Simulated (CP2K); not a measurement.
# CH5FSi (SMILES C[SiH2]F): a chain of runs

We compute energy and forces (CAM-B3LYP/SZV-GTH), then energy and gradient (CAM-B3LYP/DZVP-GTH), then energy and gradient (CAM-B3LYP/TZVP-GTH), then energy and forces (CAM-B3LYP/TZV2P-GTH), then energy and gradient (CAM-B3LYP/QZV2P-GTH), then energy and forces (CAM-B3LYP/QZV3P-GTH) of CH5FSi. 

The results are computed with CP2K 2026.2.

### 1 The molecule

CH5FSi has 8 atoms, charge 0, and is taken as a singlet. As SMILES, `C[SiH2]F`. The coordinates come from a PBE0-D4/def2-TZVP relaxation.

Bond lengths: C1–Si2 1.853 Å, Si2–F3 1.604 Å, C1–H4 1.092 Å, C1–H5 1.094 Å, C1–H6 1.092 Å, Si2–H7 1.485 Å, Si2–H8 1.485 Å. Some angles: C1–Si2–F3 109.4°, C1–Si2–H7 111.5°, C1–Si2–H8 111.5°, F3–Si2–H7 107.3°, F3–Si2–H8 107.3°, Si2–C1–H4 111.0°, Si2–C1–H5 110.1°, Si2–C1–H6 111.1°, H7–Si2–H8 109.7°, H4–C1–H5 108.1°.

### 2 Energy and gradient at CAM-B3LYP/SZV-GTH (core potential, admm exchange PBEX, admm type ADMM2) (run 1)

The input, job.inp:

```
&GLOBAL
  PROJECT job
  RUN_TYPE ENERGY_FORCE
  PRINT_LEVEL MEDIUM
&END GLOBAL
&FORCE_EVAL
  METHOD QUICKSTEP
  &DFT
    BASIS_SET_FILE_NAME GTH_BASIS_SETS
    BASIS_SET_FILE_NAME BASIS_ADMM_UZH
    POTENTIAL_FILE_NAME POTENTIAL_UZH
    CHARGE 0
    MULTIPLICITY 1
    ! Quickstep
    &QS
      METHOD GPW
      EPS_DEFAULT 1.0E-10
    &END QS
    ! real-space grids
    &MGRID
      CUTOFF 400
      REL_CUTOFF 50
      NGRIDS 4
    &END MGRID
    ! isolated system
    &POISSON
      PERIODIC NONE
      POISSON_SOLVER WAVELET
    &END POISSON
    ! self-consistent field
    &SCF
      SCF_GUESS ATOMIC
      EPS_SCF 1.0E-06
      MAX_SCF 100
      ADDED_MOS 3
      &DIAGONALIZATION
        ALGORITHM STANDARD
      &END DIAGONALIZATION
      &MIXING
        METHOD DIRECT_P_MIXING
        ALPHA 0.4
      &END MIXING
    &END SCF
    ! exchange and correlation
    &XC
      &XC_FUNCTIONAL
        &HYB_GGA_XC_CAM_B3LYP
        &END HYB_GGA_XC_CAM_B3LYP
      &END XC_FUNCTIONAL
      ! exact exchange
      &HF
        FRACTION 1.0
        &SCREENING
          EPS_SCHWARZ 1.0E-09
          SCREEN_ON_INITIAL_P F
        &END SCREENING
        &INTERACTION_POTENTIAL
          POTENTIAL_TYPE MIX_CL
          SCALE_COULOMB 0.19
          SCALE_LONGRANGE 0.46
          OMEGA 0.33
        &END INTERACTION_POTENTIAL
        &MEMORY
          MAX_MEMORY 1750
        &END MEMORY
      &END HF
    &END XC
    &AUXILIARY_DENSITY_MATRIX_METHOD
      ADMM_TYPE ADMM2
      EXCH_CORRECTION_FUNC PBEX
    &END AUXILIARY_DENSITY_MATRIX_METHOD
    ! extra output
    &PRINT
      &MOMENTS
        PERIODIC F
        REFERENCE COM
        MAX_MOMENT 1
      &END MOMENTS
      &MO ON
        ENERGIES T
        OCCUPATION_NUMBERS T
        NDIGITS 6
        &EACH
          QS_SCF 0
        &END EACH
        ADD_LAST NUMERIC
      &END MO
      &HIRSHFELD OFF
      &END HIRSHFELD
    &END PRINT
  &END DFT
  ! atoms, cell and kinds
  &SUBSYS
    ! box in angstrom
    &CELL
      ABC [angstrom] 11.9 11.9 11.9
      PERIODIC NONE
    &END CELL
    &COORD
      C     -0.521400     0.700300    -0.437000
      Si     0.448400    -0.642000     0.395200
      F      1.946500    -0.649600    -0.178800
      H     -0.562400     0.542500    -1.517100
      H     -1.546700     0.713200    -0.056500
      H     -0.077200     1.680300    -0.248400
      H      0.538700    -0.420800     1.860700
      H     -0.133700    -1.981200     0.126000
    &END COORD
    &TOPOLOGY
      &CENTER_COORDINATES
      &END CENTER_COORDINATES
    &END TOPOLOGY
    &KIND C
      BASIS_SET ORB SZV-GTH-q4
      BASIS_SET AUX_FIT admm-tzp-q4
      POTENTIAL GTH-PBE0-q4
    &END KIND
    &KIND Si
      BASIS_SET ORB SZV-GTH-q4
      BASIS_SET AUX_FIT admm-tzp-q4
      POTENTIAL GTH-PBE0-q4
    &END KIND
    &KIND F
      BASIS_SET ORB SZV-GTH-q7
      BASIS_SET AUX_FIT admm-tzp-q7
      POTENTIAL GTH-PBE0-q7
    &END KIND
    &KIND H
      BASIS_SET ORB SZV-GTH-q1
      BASIS_SET AUX_FIT admm-tzp-q1
      POTENTIAL GTH-PBE0-q1
    &END KIND
  &END SUBSYS
  &PRINT
    &FORCES ON
    &END FORCES
  &END PRINT
&END FORCE_EVAL
```

Command:

```
$ OMP_NUM_THREADS=2 cp2k.psmp job.inp > job.out
```

Output:

```text
CP2K| version string:                                       CP2K version 2026.2
[...]
 GLOBAL| Method name                                                        CP2K
[...]
 GLOBAL| Run type                                                   ENERGY_FORCE
[...]
 DFT| Spin restricted Kohn-Sham (RKS) calculation                            RKS
 DFT| Multiplicity                                                             1
[...]
 DFT| Charge                                                                   0
[...]
 FUNCTIONAL| HYB_GGA_XC_CAM_B3LYP:
[...]
 QS| Method:                                                                 GPW
[...]
 QS| Density cutoff [a.u.]:                                                200.0
[...]
 QS| Relative density cutoff [a.u.]:                                        25.0
[...]
                             - Atoms:                                          8
[...]
                             - Spherical basis functions:                     17
[...]
 Number of electrons:                                                         20
[...]
     1 P_Mix/Diag. 0.40E+00    5.9     1.82485162       -35.3529235323 -3.54E+01
[...]
  *** SCF run converged in    14 steps ***
[...]
  Overlap energy of the core charge distribution:               0.00000102078715
  Self energy of the core charge distribution:                -96.01899337907645
  Core Hamiltonian energy:                                     27.17129326089502
  Hartree energy:                                              41.55411337916802
  Exchange-correlation energy:                                 -6.25868975092309
  Hartree-Fock Exchange energy:                                -3.04033627179381
  Total energy:                                               -36.59261174094316
[...]
 ENERGY| Total FORCE_EVAL ( QS ) energy [hartree]            -36.592611740943383
[...]
```

Wall time 77 s (2 threads of Intel Xeon Platinum 8488C (Sapphire Rapids), shared host); peak memory 1.5 GiB.

### 3 Energy and gradient at CAM-B3LYP/DZVP-GTH (core potential, admm exchange PBEX, admm type ADMM2) (run 2)

The input, mol.inp:

```
&FORCE_EVAL
  METHOD QUICKSTEP
  &DFT
    BASIS_SET_FILE_NAME GTH_BASIS_SETS
    BASIS_SET_FILE_NAME BASIS_ADMM_UZH
    POTENTIAL_FILE_NAME POTENTIAL_UZH
    CHARGE 0
    MULTIPLICITY 1
    &QS
      METHOD GPW
      EPS_DEFAULT 1.0E-10
    &END QS
    &MGRID
      CUTOFF 400
      REL_CUTOFF 50
      NGRIDS 4
    &END MGRID
    # isolated system
    &POISSON
      PERIODIC NONE
      POISSON_SOLVER WAVELET
    &END POISSON
    # SCF settings
    &SCF
      SCF_GUESS ATOMIC
      EPS_SCF 1.0E-06
      MAX_SCF 100
      ADDED_MOS 3
      &DIAGONALIZATION
        ALGORITHM STANDARD
      &END DIAGONALIZATION
      &MIXING
        METHOD DIRECT_P_MIXING
        ALPHA 0.4
      &END MIXING
    &END SCF
    &XC
      &XC_FUNCTIONAL
        &HYB_GGA_XC_CAM_B3LYP
        &END HYB_GGA_XC_CAM_B3LYP
      &END XC_FUNCTIONAL
      &HF
        FRACTION 1.0
        &SCREENING
          EPS_SCHWARZ 1.0E-09
          SCREEN_ON_INITIAL_P F
        &END SCREENING
        &INTERACTION_POTENTIAL
          POTENTIAL_TYPE MIX_CL
          SCALE_COULOMB 0.19
          SCALE_LONGRANGE 0.46
          OMEGA 0.33
        &END INTERACTION_POTENTIAL
        &MEMORY
          MAX_MEMORY 1750
        &END MEMORY
      &END HF
    &END XC
    &AUXILIARY_DENSITY_MATRIX_METHOD
      ADMM_TYPE ADMM2
      EXCH_CORRECTION_FUNC PBEX
    &END AUXILIARY_DENSITY_MATRIX_METHOD
    &PRINT
      &MOMENTS
        PERIODIC F
        REFERENCE COM
        MAX_MOMENT 1
      &END MOMENTS
      &MO ON
        ENERGIES T
        OCCUPATION_NUMBERS T
        NDIGITS 6
        &EACH
          QS_SCF 0
        &END EACH
        ADD_LAST NUMERIC
      &END MO
      &HIRSHFELD OFF
      &END HIRSHFELD
    &END PRINT
  &END DFT
  &SUBSYS
    # vacuum box
    &CELL
      ABC [angstrom] 11.9 11.9 11.9
      PERIODIC NONE
    &END CELL
    &COORD
      C     -0.521400     0.700300    -0.437000
      Si     0.448400    -0.642000     0.395200
      F      1.946500    -0.649600    -0.178800
      H     -0.562400     0.542500    -1.517100
      H     -1.546700     0.713200    -0.056500
      H     -0.077200     1.680300    -0.248400
      H      0.538700    -0.420800     1.860700
      H     -0.133700    -1.981200     0.126000
    &END COORD
    &TOPOLOGY
      &CENTER_COORDINATES
      &END CENTER_COORDINATES
    &END TOPOLOGY
    &KIND C
      BASIS_SET ORB DZVP-GTH-q4
      BASIS_SET AUX_FIT admm-tzp-q4
      POTENTIAL GTH-PBE0-q4
    &END KIND
    &KIND Si
      BASIS_SET ORB DZVP-GTH-q4
      BASIS_SET AUX_FIT admm-tzp-q4
      POTENTIAL GTH-PBE0-q4
    &END KIND
    &KIND F
      BASIS_SET ORB DZVP-GTH-q7
      BASIS_SET AUX_FIT admm-tzp-q7
      POTENTIAL GTH-PBE0-q7
    &END KIND
    &KIND H
      BASIS_SET ORB DZVP-GTH-q1
      BASIS_SET AUX_FIT admm-tzp-q1
      POTENTIAL GTH-PBE0-q1
    &END KIND
  &END SUBSYS
  # extra output
  &PRINT
    &FORCES ON
    &END FORCES
  &END PRINT
&END FORCE_EVAL

&GLOBAL
  PROJECT_NAME mol
  RUN_TYPE ENERGY_FORCE
  PRINT_LEVEL MEDIUM
&END GLOBAL
```

Command:

```
$ OMP_NUM_THREADS=2 cp2k.psmp -i mol.inp -o mol.out
```

Output:

```text
CP2K| version string:                                       CP2K version 2026.2
[...]
 GLOBAL| Method name                                                        CP2K
[...]
 GLOBAL| Run type                                                   ENERGY_FORCE
[...]
 DFT| Spin restricted Kohn-Sham (RKS) calculation                            RKS
 DFT| Multiplicity                                                             1
[...]
 DFT| Charge                                                                   0
[...]
 FUNCTIONAL| HYB_GGA_XC_CAM_B3LYP:
[...]
 QS| Method:                                                                 GPW
[...]
 QS| Density cutoff [a.u.]:                                                200.0
[...]
 QS| Relative density cutoff [a.u.]:                                        25.0
[...]
                             - Atoms:                                          8
[...]
                             - Spherical basis functions:                     64
[...]
 Number of electrons:                                                         20
[...]
     1 P_Mix/Diag. 0.40E+00    6.3     2.63979870       -34.5417418922 -3.45E+01
[...]
  *** SCF run converged in    15 steps ***
[...]
  Overlap energy of the core charge distribution:               0.00000102078715
  Self energy of the core charge distribution:                -96.01899337907645
  Core Hamiltonian energy:                                     27.50444213880317
  Hartree energy:                                              41.17709381140309
  Exchange-correlation energy:                                 -6.41685118515903
  Hartree-Fock Exchange energy:                                -3.11959412621471
  Total energy:                                               -36.87390171945678
[...]
 ENERGY| Total FORCE_EVAL ( QS ) energy [hartree]            -36.873901719457649
[...]
```

Run time: 82 s. Hardware: 2 threads of Intel Xeon Platinum 8488C (Sapphire Rapids), shared host; peak memory 1.5 GiB.

Runs 3 to 5 aren't shown in full; the table further down has their settings and results.

### 4 Energy and forces at CAM-B3LYP/QZV3P-GTH (core potential, admm exchange PBEX, admm type ADMM2) (run 6)

The input, qs.inp:

```
&FORCE_EVAL
  METHOD Quickstep
  &DFT
    BASIS_SET_FILE_NAME GTH_BASIS_SETS
    BASIS_SET_FILE_NAME BASIS_ADMM_UZH
    POTENTIAL_FILE_NAME POTENTIAL_UZH
    &QS
      METHOD GPW
      EPS_DEFAULT 1.0E-10
    &END QS
    &MGRID
      CUTOFF 400
      REL_CUTOFF 50
      NGRIDS 4
    &END MGRID
    &POISSON
      PERIODIC NONE
      POISSON_SOLVER WAVELET
    &END POISSON
    &SCF
      SCF_GUESS ATOMIC
      EPS_SCF 1.0E-06
      MAX_SCF 100
      ADDED_MOS 3
      &DIAGONALIZATION
        ALGORITHM STANDARD
      &END DIAGONALIZATION
      &MIXING
        METHOD DIRECT_P_MIXING
        ALPHA 0.4
      &END MIXING
    &END SCF
    &XC
      &XC_FUNCTIONAL
        &HYB_GGA_XC_CAM_B3LYP
        &END HYB_GGA_XC_CAM_B3LYP
      &END XC_FUNCTIONAL
      &HF
        FRACTION 1.0
        &SCREENING
          EPS_SCHWARZ 1.0E-09
        &END SCREENING
        &INTERACTION_POTENTIAL
          POTENTIAL_TYPE MIX_CL
          SCALE_COULOMB 0.19
          SCALE_LONGRANGE 0.46
          OMEGA 0.33
        &END INTERACTION_POTENTIAL
        &MEMORY
          MAX_MEMORY 1750
        &END MEMORY
      &END HF
    &END XC
    &AUXILIARY_DENSITY_MATRIX_METHOD
      ADMM_TYPE ADMM2
      EXCH_CORRECTION_FUNC PBEX
    &END AUXILIARY_DENSITY_MATRIX_METHOD
    &PRINT
      &MOMENTS
        PERIODIC F
        REFERENCE COM
        MAX_MOMENT 1
      &END MOMENTS
      &MO ON
        ENERGIES T
        OCCUPATION_NUMBERS T
        NDIGITS 6
        &EACH
          QS_SCF 0
        &END EACH
        ADD_LAST NUMERIC
      &END MO
      &HIRSHFELD OFF
      &END HIRSHFELD
    &END PRINT
  &END DFT
  &SUBSYS
    &CELL
      ABC 11.9 11.9 11.9
      PERIODIC NONE
    &END CELL
    &COORD
      C     -0.521400     0.700300    -0.437000
      Si     0.448400    -0.642000     0.395200
      F      1.946500    -0.649600    -0.178800
      H     -0.562400     0.542500    -1.517100
      H     -1.546700     0.713200    -0.056500
      H     -0.077200     1.680300    -0.248400
      H      0.538700    -0.420800     1.860700
      H     -0.133700    -1.981200     0.126000
    &END COORD
    &TOPOLOGY
      &CENTER_COORDINATES
      &END CENTER_COORDINATES
    &END TOPOLOGY
    &KIND C
      BASIS_SET ORB QZV3P-GTH-q4
      BASIS_SET AUX_FIT admm-tzp-q4
      POTENTIAL GTH-PBE0-q4
    &END KIND
    &KIND Si
      BASIS_SET ORB QZV3P-GTH-q4
      BASIS_SET AUX_FIT admm-tzp-q4
      POTENTIAL GTH-PBE0-q4
    &END KIND
    &KIND F
      BASIS_SET ORB QZV3P-GTH-q7
      BASIS_SET AUX_FIT admm-tzp-q7
      POTENTIAL GTH-PBE0-q7
    &END KIND
    &KIND H
      BASIS_SET ORB QZV3P-GTH-q1
      BASIS_SET AUX_FIT admm-tzp-q1
      POTENTIAL GTH-PBE0-q1
    &END KIND
  &END SUBSYS
  &PRINT
    &FORCES ON
    &END FORCES
  &END PRINT
&END FORCE_EVAL

&GLOBAL
  PROJECT qs
  RUN_TYPE ENERGY_FORCE
  PRINT_LEVEL MEDIUM
&END GLOBAL
```

Command:

```
$ OMP_NUM_THREADS=2 cp2k.psmp -i qs.inp > qs.out 2>&1
```

Output:

```text
CP2K| version string:                                       CP2K version 2026.2
[...]
 GLOBAL| Method name                                                        CP2K
[...]
 GLOBAL| Run type                                                   ENERGY_FORCE
[...]
 DFT| Spin restricted Kohn-Sham (RKS) calculation                            RKS
 DFT| Multiplicity                                                             1
[...]
 DFT| Charge                                                                   0
[...]
 FUNCTIONAL| HYB_GGA_XC_CAM_B3LYP:
[...]
 QS| Method:                                                                 GPW
[...]
 QS| Density cutoff [a.u.]:                                                200.0
[...]
 QS| Relative density cutoff [a.u.]:                                        25.0
[...]
                             - Atoms:                                          8
[...]
                             - Spherical basis functions:                    158
[...]
 Number of electrons:                                                         20
[...]
     1 P_Mix/Diag. 0.40E+00    8.6     2.08908070       -35.2644879750 -3.53E+01
[...]
  *** SCF run converged in    18 steps ***
[...]
  Overlap energy of the core charge distribution:               0.00000102078715
  Self energy of the core charge distribution:                -96.01899337907645
  Core Hamiltonian energy:                                     27.65871605066802
  Hartree energy:                                              40.97949221664560
  Exchange-correlation energy:                                 -6.45479846210801
  Hartree-Fock Exchange energy:                                -3.10861535096999
  Total energy:                                               -36.94419790405367
[...]
 ENERGY| Total FORCE_EVAL ( QS ) energy [hartree]            -36.944197904053667
[...]
```

Run time: 1.8 min. Hardware: 2 threads of Intel Xeon Platinum 8488C (Sapphire Rapids), shared host; peak memory 1.6 GiB.

### 5 The series

```tsv
run	level	energy (Eh)	dipole moment (D)	HOMO energy (eV)	LUMO energy (eV)	wall time
1	CAM-B3LYP/SZV-GTH (core potential, admm exchange PBEX, admm type ADMM2)	-36.592612	1.69	-11.68	2.39	77 s
2	CAM-B3LYP/DZVP-GTH (core potential, admm exchange PBEX, admm type ADMM2)	-36.873902	2.05	-10.55	1.48	82 s
3	CAM-B3LYP/TZVP-GTH (core potential, admm exchange PBEX, admm type ADMM2)	-36.903096	1.91	-10.72	0.98	92 s
4	CAM-B3LYP/TZV2P-GTH (core potential, admm exchange PBEX, admm type ADMM2)	-36.931572	1.78	-10.71	0.93	96 s
5	CAM-B3LYP/QZV2P-GTH (core potential, admm exchange PBEX, admm type ADMM2)	-36.937338	1.77	-10.70	0.81	99 s
6	CAM-B3LYP/QZV3P-GTH (core potential, admm exchange PBEX, admm type ADMM2)	-36.944198	1.71	-10.69	0.81	1.8 min
```

Convergence of the dipole moment of singlet CH5FSi with the basis set, against the last point:

```tsv
basis set	from the last (D)	wall time
SZV-GTH	-0.0168	77 s
DZVP-GTH	+0.3412	82 s
TZVP-GTH	+0.1943	92 s
TZV2P-GTH	+0.0703	96 s
QZV2P-GTH	+0.0564	99 s
QZV3P-GTH	+0.0000	1.8 min
```

Convergence of the HOMO energy of singlet CH5FSi with the basis set, against the last point:

```tsv
basis set	from the last (eV)	wall time
SZV-GTH	-0.9904	77 s
DZVP-GTH	+0.1395	82 s
TZVP-GTH	-0.0294	92 s
TZV2P-GTH	-0.0199	96 s
QZV2P-GTH	-0.0094	99 s
QZV3P-GTH	+0.0000	1.8 min
```

### 6 What came out

| quantity | value |
| --- | --- |
| run 6, CAM-B3LYP/QZV3P-GTH: total energy | -36.94420 Eh |
| run 6, CAM-B3LYP/QZV3P-GTH: dipole moment | 1.71 D |
| run 6, CAM-B3LYP/QZV3P-GTH: HOMO energy | -10.69 eV |
| run 6, CAM-B3LYP/QZV3P-GTH: LUMO energy | 0.81 eV |
| run 6, CAM-B3LYP/QZV3P-GTH: HOMO–LUMO gap | 11.50 eV |

What this shows: For the dipole moment of singlet CH5FSi to stay within 0.1 D of the last point, TZV2P-GTH is the first point of the series from which all later ones do (96 s against 1.8 min). For the HOMO energy of singlet CH5FSi to stay within 0.1 eV of the last point, TZVP-GTH is the first point of the series from which all later ones do (92 s against 1.8 min). For the HOMO energy of singlet CH5FSi to stay within 0.02 eV of the last point, TZV2P-GTH is the first point of the series from which all later ones do (96 s against 1.8 min). The dipole moment (its size) runs from 1.69 D (CAM-B3LYP/SZV-GTH) to 2.05 D (CAM-B3LYP/DZVP-GTH). The HOMO–LUMO gap runs from 11.50 eV (CAM-B3LYP/QZV3P-GTH) to 14.07 eV (CAM-B3LYP/SZV-GTH). In run 1 the basis is minimal, so the values are rough. All runs together took 9.3 min, the longest 1.8 min.
